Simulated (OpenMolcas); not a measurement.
How basis sets differ on CF4 (tetrafluoromethane)

CF4 has 5 atoms, charge 0, and is taken as a singlet. As SMILES, `FC(F)(F)F`. The coordinates come from a PBE0-D4/def2-TZVP relaxation.

Each level gives the HOMO–LUMO gap (eV). The values are calculated.

```tsv
level	kind	program	value (eV)	CPU time
MN15/cc-pVDZ	hybrid meta-GGA	OpenMolcas	19.53	5.8 s
MN15/cc-pCVDZ	hybrid meta-GGA	OpenMolcas	19.54	8.8 s
MN15/cc-pVTZ	hybrid meta-GGA	OpenMolcas	18.95	39 s
MN15/cc-pCVTZ (RICD fitting)	hybrid meta-GGA	OpenMolcas	18.90	35 s
```

The values span 18.90 to 19.54 eV. Orbital gaps aren't excitation energies. Times are those of the runs behind each value, whatever else they computed, on shared processors of several kinds: orders of magnitude only.
